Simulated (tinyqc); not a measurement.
Inside a calculation (part 1 of 3). Method: UKS/PBE in the sto-3g basis, for BH2, spin multiplicity 2. Computed by tinyqc, a small Python program that keeps every step (integrals from PySCF). Settings: charge = 0, multiplicity = 2, basis = sto-3g, energy threshold = 1e-10, iteration cap = 64, orthogonalisation = symmetric, start = Wolfsberg-Helmholz matrix, DIIS depth = 0, damping = 0.3, method = UKS, functional = pbe,pbe, grid = [15, 50]. Command: `OMP_NUM_THREADS=1 python tinyqc.py 29457 29458 out.jsonl` (the two numbers bound the seeds that draw the settings). One thread of a shared host (Intel(R) Xeon(R) Processor @ 2.60GHz), about 3 s of CPU time with the checks. Later iterations appear only in the table of the cycle.

## One-electron integrals

Geometry (angstrom):
```
atom         x          y         z
B     0.000000   0.000000  0.000000
H     0.000000   1.229000  0.616000
H     0.000000  -1.192000  0.598000
```

Basis sto-3g: exponents (1/bohr^2) and contraction coefficients of normalised primitives:
```
element  l (shell)   exponent  coefficient
B            s (1)  48.791113     0.154329
B            s (1)   8.887362     0.535328
B            s (1)   2.405267     0.444635
B            s (2)   2.236956    -0.099967
B            s (2)   0.519821     0.399513
B            s (2)   0.169062     0.700115
B            p (3)   2.236956     0.155916
B            p (3)   0.519821     0.607684
B            p (3)   0.169062     0.391957
H            s (1)   3.425251     0.154329
H            s (1)   0.623914     0.535328
H            s (1)   0.168855     0.444635
```

Overlap, kinetic and nuclear-attraction integrals over the contracted functions; the nuclear repulsion is the sum of Za Zb / Rab.

nuclear repulsion = 4.12725269 hartree

overlap S, order 1B 1s, 1B 2s, 1B 2px, 1B 2py, 1B 2pz, 2H 1s, 3H 1s:
$$\begin{pmatrix}
1.000000 & 0.269328 & 0.000000 & 0.000000 & 0.000000 & 0.043789 & 0.048019 \\
0.269328 & 1.000000 & 0.000000 & 0.000000 & 0.000000 & 0.385128 & 0.404467 \\
0.000000 & 0.000000 & 1.000000 & 0.000000 & 0.000000 & 0.000000 & 0.000000 \\
0.000000 & 0.000000 & 0.000000 & 1.000000 & 0.000000 & 0.376599 & -0.390316 \\
0.000000 & 0.000000 & 0.000000 & 0.000000 & 1.000000 & 0.188759 & 0.195813 \\
0.043789 & 0.385128 & 0.000000 & 0.376599 & 0.188759 & 1.000000 & 0.057336 \\
0.048019 & 0.404467 & 0.000000 & -0.390316 & 0.195813 & 0.057336 & 1.000000
\end{pmatrix}$$

kinetic energy T (hartree), order 1B 1s, 1B 2s, 1B 2px, 1B 2py, 1B 2pz, 2H 1s, 3H 1s:
$$\begin{pmatrix}
10.826302 & -0.047967 & 0.000000 & 0.000000 & 0.000000 & -0.012513 & -0.013323 \\
-0.047967 & 0.359168 & 0.000000 & 0.000000 & 0.000000 & 0.049144 & 0.056729 \\
0.000000 & 0.000000 & 1.123881 & 0.000000 & 0.000000 & 0.000000 & 0.000000 \\
0.000000 & 0.000000 & 0.000000 & 1.123881 & 0.000000 & 0.131668 & -0.146265 \\
0.000000 & 0.000000 & 0.000000 & 0.000000 & 1.123881 & 0.065995 & 0.073378 \\
-0.012513 & 0.049144 & 0.000000 & 0.131668 & 0.065995 & 0.760032 & -0.011077 \\
-0.013323 & 0.056729 & 0.000000 & -0.146265 & 0.073378 & -0.011077 & 0.760032
\end{pmatrix}$$

nuclear attraction V (hartree), order 1B 1s, 1B 2s, 1B 2px, 1B 2py, 1B 2pz, 2H 1s, 3H 1s:
$$\begin{pmatrix}
-23.929124 & -3.349906 & 0.000000 & 0.000777 & -0.012874 & -0.546862 & -0.600072 \\
-3.349906 & -4.538801 & 0.000000 & 0.005663 & -0.119922 & -1.472439 & -1.566754 \\
0.000000 & 0.000000 & -4.445137 & 0.000000 & 0.000000 & 0.000000 & 0.000000 \\
0.000777 & 0.005663 & 0.000000 & -4.596358 & 0.002433 & -1.350805 & 1.422617 \\
-0.012874 & -0.119922 & 0.000000 & 0.002433 & -4.483163 & -0.695115 & -0.732410 \\
-0.546862 & -1.472439 & 0.000000 & -1.350805 & -0.695115 & -3.356616 & -0.216232 \\
-0.600072 & -1.566754 & 0.000000 & 1.422617 & -0.732410 & -0.216232 & -3.413073
\end{pmatrix}$$

core Hamiltonian H = T + V (hartree), order 1B 1s, 1B 2s, 1B 2px, 1B 2py, 1B 2pz, 2H 1s, 3H 1s:
$$\begin{pmatrix}
-13.102822 & -3.397873 & 0.000000 & 0.000777 & -0.012874 & -0.559375 & -0.613396 \\
-3.397873 & -4.179633 & 0.000000 & 0.005663 & -0.119922 & -1.423294 & -1.510025 \\
0.000000 & 0.000000 & -3.321257 & 0.000000 & 0.000000 & 0.000000 & 0.000000 \\
0.000777 & 0.005663 & 0.000000 & -3.472477 & 0.002433 & -1.219137 & 1.276352 \\
-0.012874 & -0.119922 & 0.000000 & 0.002433 & -3.359282 & -0.629120 & -0.659032 \\
-0.559375 & -1.423294 & 0.000000 & -1.219137 & -0.629120 & -2.596584 & -0.227309 \\
-0.613396 & -1.510025 & 0.000000 & 1.276352 & -0.659032 & -0.227309 & -2.653041
\end{pmatrix}$$

## Two-electron integrals

Functions are numbered as in S; the eight-fold symmetry (ij|kl) = (ji|kl) = (kl|ij) leaves the list below.

Two-electron integrals (ij|kl) in chemists' order, unique and non-zero (hartree):
```
(11|11) 2.923513    (21|11) 0.518376    (21|21) 0.109262    (22|11) 0.744229
(22|21) 0.193177    (22|22) 0.544804    (31|31) 0.020264    (32|31) 0.029996
(32|32) 0.120346    (33|11) 0.742491    (33|21) 0.193240    (33|22) 0.544682
(33|33) 0.586773    (41|41) 0.020264    (42|41) 0.029996    (42|42) 0.120346
(43|43) 0.031630    (44|11) 0.742491    (44|21) 0.193240    (44|22) 0.544682
(44|33) 0.523513    (44|44) 0.586773    (51|51) 0.020264    (52|51) 0.029996
(52|52) 0.120346    (53|53) 0.031630    (54|54) 0.031630    (55|11) 0.742491
(55|21) 0.193240    (55|22) 0.544682    (55|33) 0.523513    (55|44) 0.523513
(55|55) 0.586773    (61|11) 0.083836    (61|21) 0.017619    (61|22) 0.031291
(61|33) 0.031144    (61|41) 0.001120    (61|42) 0.002079    (61|44) 0.031511
(61|51) 0.000561    (61|52) 0.001042    (61|54) 0.000184    (61|55) 0.031237
(61|61) 0.002928    (62|11) 0.215773    (62|21) 0.056957    (62|22) 0.178453
(62|33) 0.173226    (62|41) 0.005584    (62|42) 0.035015    (62|44) 0.185621
(62|51) 0.002799    (62|52) 0.017550    (62|54) 0.006213    (62|55) 0.176340
(62|61) 0.009810    (62|62) 0.083016    (63|31) 0.005507    (63|32) 0.026218
(63|43) 0.006410    (63|53) 0.003213    (63|63) 0.008755    (64|11) 0.185450
(64|21) 0.049578    (64|22) 0.163898    (64|33) 0.155256    (64|41) 0.009662
(64|42) 0.055362    (64|44) 0.178406    (64|51) 0.002082    (64|52) 0.014608
(64|54) 0.008390    (64|55) 0.157851    (64|61) 0.008920    (64|62) 0.089076
(64|64) 0.102389    (65|11) 0.092951    (65|21) 0.024849    (65|22) 0.082149
(65|33) 0.077818    (65|41) 0.002082    (65|42) 0.014608    (65|44) 0.082995
(65|51) 0.006551    (65|52) 0.033540    (65|54) 0.009005    (65|55) 0.085544
(65|61) 0.004471    (65|62) 0.044647    (65|64) 0.046932    (65|65) 0.032278
(66|11) 0.381998    (66|21) 0.102664    (66|22) 0.364862    (66|33) 0.343637
(66|41) 0.011685    (66|42) 0.098587    (66|44) 0.394151    (66|51) 0.005857
(66|52) 0.049414    (66|54) 0.025319    (66|55) 0.356327    (66|61) 0.017958
(66|62) 0.221657    (66|64) 0.257655    (66|65) 0.129142    (66|66) 0.774606
(71|11) 0.091970    (71|21) 0.019328    (71|22) 0.034318    (71|33) 0.034154
(71|41) -0.001238   (71|42) -0.002292   (71|44) 0.034562    (71|51) 0.000621
(71|52) 0.001150    (71|54) -0.000205   (71|55) 0.034257    (71|61) 0.003063
(71|62) 0.009794    (71|64) 0.008160    (71|65) 0.004482    (71|66) 0.017565
(71|71) 0.003525    (72|11) 0.230044    (72|21) 0.060688    (72|22) 0.189313
(72|33) 0.183823    (72|41) -0.005962   (72|42) -0.036898   (72|44) 0.196839
(72|51) 0.002991    (72|52) 0.018511    (72|54) -0.006530   (72|55) 0.187099
(72|61) 0.009516    (72|62) 0.055339    (72|64) 0.044771    (72|65) 0.029045
(72|66) 0.110627    (72|71) 0.011466    (72|72) 0.092157    (73|31) 0.005960
(73|32) 0.028140    (73|43) -0.006815   (73|53) 0.003419    (73|63) 0.005266
(73|73) 0.009915    (74|11) -0.195369   (74|21) -0.052210   (74|22) -0.171867
(74|33) -0.162768   (74|41) 0.010367    (74|42) 0.058617    (74|44) -0.187168
(74|51) -0.002211   (74|52) -0.015290   (74|54) 0.008822    (74|55) -0.165479
(74|61) -0.007826   (74|62) -0.044033   (74|64) -0.031657   (74|65) -0.022757
(74|66) -0.085072   (74|71) -0.010323   (74|72) -0.097846   (74|74) 0.111691
(75|11) 0.098013    (75|21) 0.026193    (75|22) 0.086222    (75|33) 0.081657
(75|41) -0.002211   (75|42) -0.015290   (75|44) 0.087060    (75|51) 0.007069
(75|52) 0.035811    (75|54) -0.009526   (75|55) 0.089855    (75|61) 0.004311
(75|62) 0.028823    (75|64) 0.022923    (75|65) 0.020059    (75|66) 0.059971
(75|71) 0.005179    (75|72) 0.049087    (75|74) -0.051059   (75|75) 0.035530
(76|11) 0.032030    (76|21) 0.008443    (76|22) 0.026503    (76|33) 0.025782
(76|41) 0.000008    (76|42) 0.000082    (76|44) 0.026717    (76|51) 0.000724
(76|52) 0.004507    (76|54) 0.000019    (76|55) 0.026984    (76|61) 0.001399
(76|62) 0.010184    (76|64) 0.009619    (76|65) 0.005982    (76|66) 0.024063
(76|71) 0.001533    (76|72) 0.010660    (76|74) -0.009901   (76|75) 0.006216
(76|76) 0.001599    (77|11) 0.393230    (77|21) 0.105644    (77|22) 0.373431
(77|33) 0.351466    (77|41) -0.012298   (77|42) -0.101786   (77|44) 0.403743
(77|51) 0.006170    (77|52) 0.051064    (77|54) -0.026226   (77|55) 0.364623
(77|61) 0.016470    (77|62) 0.106476    (77|64) 0.083126    (77|65) 0.058238
(77|66) 0.218428    (77|71) 0.020304    (77|72) 0.235081    (77|74) -0.270779
(77|75) 0.135844    (77|76) 0.024063    (77|77) 0.774606
```

## Orthogonalisation

S = U s U^T; symmetric (Loewdin) form X = U s^(-1/2) U^T, so that X^T S X = 1.

eigenvalues of S: [0.374446, 0.430714, 0.870468, 1.000000, 1.092653, 1.513663, 1.718056]

X, order 1B 1s, 1B 2s, 1B 2px, 1B 2py, 1B 2pz, 2H 1s, 3H 1s:
$$\begin{pmatrix}
1.031417 & -0.160688 & 0.000000 & 0.000707 & -0.009190 & 0.024955 & 0.025786 \\
-0.160688 & 1.194087 & 0.000000 & -0.009066 & 0.078140 & -0.248553 & -0.268383 \\
0.000000 & 0.000000 & 1.000000 & 0.000000 & 0.000000 & 0.000000 & 0.000000 \\
0.000707 & -0.009066 & 0.000000 & 1.151645 & -0.003858 & -0.245067 & 0.260445 \\
-0.009190 & 0.078140 & 0.000000 & -0.003858 & 1.036934 & -0.118758 & -0.126728 \\
0.024955 & -0.248553 & 0.000000 & -0.245067 & -0.118758 & 1.164116 & -0.015495 \\
0.025786 & -0.268383 & 0.000000 & 0.260445 & -0.126728 & -0.015495 & 1.183938
\end{pmatrix}$$

## Starting guess

The start is the generalised Wolfsberg-Helmholz matrix (K = 1.75) built on H; D(s) = C_occ C_occ^T for each spin.

D(alpha) at the start, order 1B 1s, 1B 2s, 1B 2px, 1B 2py, 1B 2pz, 2H 1s, 3H 1s:
$$\begin{pmatrix}
1.031971 & -0.118649 & 0.000000 & -0.002664 & 0.067912 & -0.094711 & -0.097342 \\
-0.118649 & 0.508975 & 0.000000 & 0.009764 & -0.213333 & 0.208827 & 0.210911 \\
0.000000 & 0.000000 & 0.000000 & 0.000000 & 0.000000 & 0.000000 & 0.000000 \\
-0.002664 & 0.009764 & 0.000000 & 0.515316 & 0.003618 & 0.212269 & -0.208498 \\
0.067912 & -0.213333 & 0.000000 & 0.003618 & 0.922309 & 0.057353 & 0.058288 \\
-0.094711 & 0.208827 & 0.000000 & 0.212269 & 0.057353 & 0.196399 & 0.028634 \\
-0.097342 & 0.210911 & 0.000000 & -0.208498 & 0.058288 & 0.028634 & 0.204719
\end{pmatrix}$$

D(beta) at the start, order 1B 1s, 1B 2s, 1B 2px, 1B 2py, 1B 2pz, 2H 1s, 3H 1s:
$$\begin{pmatrix}
1.012761 & -0.061283 & 0.000000 & -0.002176 & -0.059107 & -0.088775 & -0.091663 \\
-0.061283 & 0.337664 & 0.000000 & 0.008307 & 0.165981 & 0.191099 & 0.193952 \\
0.000000 & 0.000000 & 0.000000 & 0.000000 & 0.000000 & 0.000000 & 0.000000 \\
-0.002176 & 0.008307 & 0.000000 & 0.515304 & 0.006843 & 0.212118 & -0.208642 \\
-0.059107 & 0.165981 & 0.000000 & 0.006843 & 0.082442 & 0.096604 & 0.095836 \\
-0.088775 & 0.191099 & 0.000000 & 0.212118 & 0.096604 & 0.194565 & 0.026879 \\
-0.091663 & 0.193952 & 0.000000 & -0.208642 & 0.095836 & 0.026879 & 0.203040
\end{pmatrix}$$

## Iteration 1: exchange-correlation on the grid

Becke grid with 15 radial and 50 angular points per atom, points of zero weight dropped. rho = sum D_ij phi_i phi_j; V_xc,ij = sum w v_xc phi_i phi_j plus the gradient terms; v_xc is d(rho eps)/d rho(s) for spin s at fixed gradient.

The 16 grid points with the largest w rho, of 2248 (bohr, atomic units):
```
x                  y          z         w  rho(alpha)  rho(beta)     eps_xc  v_xc(alpha)
0.000000    0.919239   0.919239  0.221917    0.086494   0.074724  -0.459807    -0.609743
0.000000   -0.919239   0.919239  0.215272    0.087635   0.075611  -0.461547    -0.612475
0.391965    1.175894   0.391965  0.198596    0.077918   0.077908  -0.454388    -0.592539
-0.391965   1.175894   0.391965  0.198596    0.077918   0.077908  -0.454388    -0.592539
0.000000    1.343281  -1.343281  0.692393    0.034228   0.010140  -0.335535    -0.418622
0.000000   -1.343281  -1.343281  0.691148    0.034136   0.010311  -0.335317    -0.418521
-0.391965  -1.175894   0.391965  0.192947    0.078974   0.078952  -0.456216    -0.595172
0.391965   -1.175894   0.391965  0.192947    0.078974   0.078952  -0.456216    -0.595172
0.000000   -0.919239  -0.919239  0.249667    0.090503   0.026433  -0.442384    -0.596987
0.000000    0.919239  -0.919239  0.249728    0.090826   0.026057  -0.442851    -0.597481
-0.572777   1.718331  -0.572777  0.530096    0.030813   0.022263  -0.336548    -0.421805
0.572777    1.718331  -0.572777  0.530096    0.030813   0.022263  -0.336548    -0.421805
0.572777    0.572777   1.718331  0.542439    0.030529   0.020595  -0.332612    -0.418786
-0.572777   0.572777   1.718331  0.542439    0.030529   0.020595  -0.332612    -0.418786
-0.572777  -1.718331  -0.572777  0.516282    0.030964   0.022607  -0.337332    -0.422785
0.572777   -1.718331  -0.572777  0.516282    0.030964   0.022607  -0.337332    -0.422785
```

electrons on the grid, sum of w rho = 6.997287

E_xc = sum of w rho eps_xc = -4.74932768 hartree

V_xc(alpha) (hartree), order 1B 1s, 1B 2s, 1B 2px, 1B 2py, 1B 2pz, 2H 1s, 3H 1s:
$$\begin{pmatrix}
-1.891286 & -0.291608 & 0.000000 & -0.000041 & 0.001292 & -0.047695 & -0.052312 \\
-0.291608 & -0.484248 & 0.000000 & 0.000254 & 0.001462 & -0.170005 & -0.180624 \\
0.000000 & 0.000000 & -0.417952 & 0.000000 & 0.000000 & 0.000000 & 0.000000 \\
-0.000041 & 0.000254 & 0.000000 & -0.512483 & 0.000310 & -0.165847 & 0.174452 \\
0.001292 & 0.001462 & 0.000000 & 0.000310 & -0.510897 & -0.082821 & -0.087210 \\
-0.047695 & -0.170005 & 0.000000 & -0.165847 & -0.082821 & -0.424266 & -0.024336 \\
-0.052312 & -0.180624 & 0.000000 & 0.174452 & -0.087210 & -0.024336 & -0.432127
\end{pmatrix}$$

V_xc(beta) (hartree), order 1B 1s, 1B 2s, 1B 2px, 1B 2py, 1B 2pz, 2H 1s, 3H 1s:
$$\begin{pmatrix}
-1.875616 & -0.282823 & 0.000000 & -0.000023 & -0.003696 & -0.046577 & -0.051089 \\
-0.282823 & -0.427861 & 0.000000 & 0.000438 & -0.050321 & -0.162721 & -0.172765 \\
0.000000 & 0.000000 & -0.379718 & 0.000000 & 0.000000 & 0.000000 & 0.000000 \\
-0.000023 & 0.000438 & 0.000000 & -0.486911 & 0.000016 & -0.163477 & 0.171973 \\
-0.003696 & -0.050321 & 0.000000 & 0.000016 & -0.406995 & -0.085675 & -0.090253 \\
-0.046577 & -0.162721 & 0.000000 & -0.163477 & -0.085675 & -0.422663 & -0.023260 \\
-0.051089 & -0.172765 & 0.000000 & 0.171973 & -0.090253 & -0.023260 & -0.430293
\end{pmatrix}$$

## Iteration 1: building the Kohn-Sham matrix

J_ij = sum D_kl (ij|kl) with D = D(alpha) + D(beta); F = H + J + V_xc; E = tr D H + tr D J / 2 + E_xc + E_nn.

Coulomb J (hartree), order 1B 1s, 1B 2s, 1B 2px, 1B 2py, 1B 2pz, 2H 1s, 3H 1s:
$$\begin{pmatrix}
8.918399 & 1.843929 & 0.000000 & -0.000350 & 0.014430 & 0.299431 & 0.328513 \\
1.843929 & 3.925916 & 0.000000 & -0.002787 & 0.104501 & 1.310086 & 1.391615 \\
0.000000 & 0.000000 & 3.835639 & 0.000000 & 0.000000 & 0.000000 & 0.000000 \\
-0.000350 & -0.002787 & 0.000000 & 4.005433 & -0.000842 & 1.214995 & -1.276995 \\
0.014430 & 0.104501 & 0.000000 & -0.000842 & 3.924099 & 0.625528 & 0.657965 \\
0.299431 & 1.310086 & 0.000000 & 1.214995 & 0.625528 & 2.812823 & 0.194394 \\
0.328513 & 1.391615 & 0.000000 & -1.276995 & 0.657965 & 0.194394 & 2.877803
\end{pmatrix}$$

F(alpha) (hartree), order 1B 1s, 1B 2s, 1B 2px, 1B 2py, 1B 2pz, 2H 1s, 3H 1s:
$$\begin{pmatrix}
-6.075709 & -1.845552 & 0.000000 & 0.000387 & 0.002848 & -0.307639 & -0.337195 \\
-1.845552 & -0.737966 & 0.000000 & 0.003130 & -0.013959 & -0.283213 & -0.299035 \\
0.000000 & 0.000000 & 0.096430 & 0.000000 & 0.000000 & 0.000000 & 0.000000 \\
0.000387 & 0.003130 & 0.000000 & 0.020473 & 0.001902 & -0.169989 & 0.173809 \\
0.002848 & -0.013959 & 0.000000 & 0.001902 & 0.053919 & -0.086413 & -0.088276 \\
-0.307639 & -0.283213 & 0.000000 & -0.169989 & -0.086413 & -0.208027 & -0.057251 \\
-0.337195 & -0.299035 & 0.000000 & 0.173809 & -0.088276 & -0.057251 & -0.207365
\end{pmatrix}$$

F(beta) (hartree), order 1B 1s, 1B 2s, 1B 2px, 1B 2py, 1B 2pz, 2H 1s, 3H 1s:
$$\begin{pmatrix}
-6.060039 & -1.836767 & 0.000000 & 0.000404 & -0.002141 & -0.306521 & -0.335972 \\
-1.836767 & -0.681579 & 0.000000 & 0.003315 & -0.065741 & -0.275929 & -0.291176 \\
0.000000 & 0.000000 & 0.134664 & 0.000000 & 0.000000 & 0.000000 & 0.000000 \\
0.000404 & 0.003315 & 0.000000 & 0.046045 & 0.001608 & -0.167619 & 0.171330 \\
-0.002141 & -0.065741 & 0.000000 & 0.001608 & 0.157821 & -0.089267 & -0.091320 \\
-0.306521 & -0.275929 & 0.000000 & -0.167619 & -0.089267 & -0.206424 & -0.056175 \\
-0.335972 & -0.291176 & 0.000000 & 0.171330 & -0.091320 & -0.056175 & -0.205531
\end{pmatrix}$$

total energy of this density = -25.37277788 hartree

This density is the starting one.
